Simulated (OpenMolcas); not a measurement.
# AlCl (aluminium monochloride) at BPBE/ANO-RCC-VDZP (sfX2C)

What is the energy change on altering one bond length of AlCl (aluminium monochloride) at BPBE/ANO-RCC-VDZP (sfX2C)? 

The calculation is run with OpenMolcas 26.06.

## (1) The molecule

The species is AlCl (2 atoms), meant as a singlet with charge 0. SMILES: `[Al][Cl]`. The bond length is the measured one.

Bond lengths: Al1–Cl2 2.130 Å.

## (2) Energy and forces at BPBE/ANO-RCC-VDZP (sfX2C)

Contents of job.input:

```
* AlCl Kohn-Sham DFT
&GATEWAY
Coord
2
angstrom
Al       0.000000       0.000000       0.000000
Cl       0.000000       0.000000       2.130113
Basis
ANO-RCC-VDZP
Group
NoSym
RX2C
&SEWARD
Expert
&SCF
KSDFT
BPBE
PrOrbitals
0
&ALASKA
```

Command:

```sh
export MOLCAS_MEM=1860
pymolcas job.input > job.log
```

Log:

```text
--- Start Module: gateway ---
[...]
--- Stop Module: gateway /rc=_RC_ALL_IS_WELL_ ---
[...]
 ###    WARNING:  EXPERT option is ON!                                       ###
 ###############################################################################
               SEWARD will generate:
[...]
      Basis functions           36
[...]
--- Start Module: scf ---
[...]
       Convergence after  10 Iterations
[...]
::    Total KS-DFT energy                            -704.4818938069
[...]
      Total spin, S                                     0.0000000000
[...]
      Total electronic charge=   30.000000
      Total            charge=   -0.000000
[...]
      Dipole Moment (debye):
      Origin of the operator (angstrom)=    0.0000    0.0000    1.2024
                   X=  2.5616E-13               Y= -6.3601E-14               Z= -1.3444E+00           Total=  1.3444E+00
      Quadrupole Moment (debye*angstrom):
[...]
--- Stop Module: scf /rc=_RC_ALL_IS_WELL_ ---
[...]
--- Start Module: alaska ---
[...]
 *              Molecular gradients               *
 **************************************************
  Irreducible representation: a
 ------------------------------------------------------------------------------------------
                              X                       Y                       Z
 ------------------------------------------------------------------------------------------
  AL1               6.99783772486407E-16   -5.95109600807187E-15    1.58108449146468E-02
  CL2              -7.00651134224395E-16    5.95109600807182E-15   -1.58108449146503E-02
 ------------------------------------------------------------------------------------------
--- Stop Module: alaska /rc=_RC_ALL_IS_WELL_ ---
[...]
```

Run time: 6.3 s. Hardware: 1 thread of Arm Neoverse V1, shared host; peak memory 0.38 GiB.

## (3) The distorted shape

Contents of job.inp:

```
>>> EXPORT MOLCAS_PRINT=2
&gateway
coord
2
angstrom
Al       0.000000       0.000000      -1.065087
Cl       0.000000       0.000000       2.130113
basis
ANO-RCC-VDZP
group
NoSym
rx2c
&seward
expert
&scf
ksdft
BPBE
prorbitals
0
&alaska
```

Command:

```sh
export MOLCAS_MEM=1860
pymolcas job.inp > job.log
```

Log:

```text
--- Start Module: gateway ---
[...]
--- Stop Module: gateway /rc=_RC_ALL_IS_WELL_ ---
[...]
 ###    WARNING:  EXPERT option is ON!                                       ###
 ###############################################################################
               SEWARD will generate:
[...]
      Basis functions           36
[...]
--- Start Module: scf ---
[...]
       Convergence after  15 Iterations
[...]
::    Total KS-DFT energy                            -704.4188075855
[...]
      Total spin, S                                     0.0000000000
[...]
      Total electronic charge=   30.000000
      Total            charge=   -0.000000
[...]
      Dipole Moment (debye):
      Origin of the operator (angstrom)=    0.0000    0.0000    0.7385
                   X=  9.4054E-14               Y=  7.9507E-15               Z= -7.6823E+00           Total=  7.6823E+00
      Quadrupole Moment (debye*angstrom):
[...]
--- Stop Module: scf /rc=_RC_ALL_IS_WELL_ ---
[...]
--- Start Module: alaska ---
[...]
 *              Molecular gradients               *
 **************************************************
  Irreducible representation: a
 ------------------------------------------------------------------------------------------
                              X                       Y                       Z
 ------------------------------------------------------------------------------------------
  AL1               1.71758554505730E-15   -1.61962547825562E-16   -3.67829398588828E-02
  CL2              -1.71753133494869E-15    1.61527808165371E-16    3.67829398588846E-02
 ------------------------------------------------------------------------------------------
--- Stop Module: alaska /rc=_RC_ALL_IS_WELL_ ---
[...]
```

Run time: 6 s. Hardware: 1 thread of Arm Neoverse V1, shared host; peak memory 0.38 GiB.

## (4) Results

Level: BPBE/ANO-RCC-VDZP (sfX2C).

| quantity | value |
| --- | --- |
| first shape: total energy | -704.48189 Eh |
| first shape: dipole moment | 1.34 D |
| first shape: HOMO energy | -6.09 eV |
| first shape: LUMO energy | -2.34 eV |
| first shape: HOMO–LUMO gap | 3.74 eV |
| first shape: largest force on an atom | 0.813 eV/Å |
| distorted shape: total energy | -704.41881 Eh |
| distorted shape: dipole moment | 7.68 D |
| distorted shape: HOMO energy | -5.53 eV |
| distorted shape: LUMO energy | -3.72 eV |
| distorted shape: HOMO–LUMO gap | 1.81 eV |
| distorted shape: largest force on an atom | 1.891 eV/Å |
| energy change with the Al1–Cl2 bond stretched from 2.130 to 3.195 Å | 1.717 eV |

With the Al1–Cl2 bond stretched from 2.130 to 3.195 Å the energy rises by 1.72 eV (166 kJ/mol). The first shape isn't relaxed at this level, so the change isn't measured from a minimum. The largest force (first shape) is 0.81 eV/Å: the shape isn't a stationary point for this species at this level.
